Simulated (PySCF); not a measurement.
# Ionisation energy of Al by level of theory

Al [Ne] 3s2 3p1 (2P) → Al⁺ [Ne] 3s2 (1S), as a difference of total energies. All numbers are calculated (PySCF 2.14, scalar relativity by spin-free X2C-1e, in x2c-QZVPPall with one added diffuse shell each of s, p, d, f type (10s7p5d3f1g, 86 functions)). Correlated levels: valence: [Ne] frozen. The calculations carry no spin-orbit coupling.

| method | ionisation energy (eV) | error (eV) |
| --- | --- | --- |
| UHF | 5.600 | -0.377 |
| MP2 (valence) | 5.844 | -0.133 |
| SCS-MP2 (valence) | 5.830 | -0.147 |
| CCSD (valence) | 5.925 | -0.052 |
| CCSD(T) (valence) | 5.960 | -0.017 |

Reference: 5.977 eV (measured; NIST levels, between the centres of gravity of the two terms).

Errors of the correlated levels include the incompleteness of this basis and the frozen core.
